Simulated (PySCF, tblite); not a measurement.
**Question.** Give a GFN2-xTB geometry of `COc1ccccc1`.

**Answer.** 
```
atom  x, y, z in Å
C1    -2.678    0.144   -0.212
O2    -1.599   -0.564   -0.770
C3    -0.339   -0.285   -0.328
C4     0.687   -1.024   -0.919
C5     1.998   -0.819   -0.544
C6     2.310    0.124    0.424
C7     1.295    0.856    1.010
C8    -0.027    0.658    0.644
H9    -3.570   -0.240   -0.706
H10   -2.760   -0.030    0.866
H11   -2.596    1.219   -0.400
H12    0.426   -1.752   -1.671
H13    2.782   -1.399   -1.007
H14    3.336    0.285    0.717
H15    1.526    1.593    1.765
H16   -0.797    1.243    1.122
```

Orientation and origin are arbitrary. Atoms count from 1 in this order. The 8 heavy atoms lie in one plane (0.001 Å rms). The 2 C–O bonds span 1.364 Å (O2–C3, drawn single) to 1.406 Å (C1–O2, drawn single), a spread of 0.042 Å. The 6-membered ring C3–C4–C5–C6–C7–C8 has internal angles of 119.3° to 120.9° (sum 720°, against 720° for a flat polygon); it is planar, 0.00 Å rms from its mean plane, widest ring torsion 0°. Of the pairs four or more bonds apart, C1···H16 is among the closest relative to their van der Waals radii: 2.55 Å, 88 % of the sum of Bondi's values.

Bonds between heavy atoms (Å): C1–O2 1.406, O2–C3 1.364, C3–C4 1.396, C4–C5 1.379, C5–C6 1.387, C6–C7 1.382, C7–C8 1.386, C3–C8 1.390.

Structure optimised with GFN2-xTB, isolated species.

Point group: Cs (tolerance 0.08 Å). Its GFN2-xTB frequencies are all real (lowest 95 cm⁻¹). The numbers are those of one conformer (C1–O2–C3–C4 180°).

The numbers are calculated, not measured.
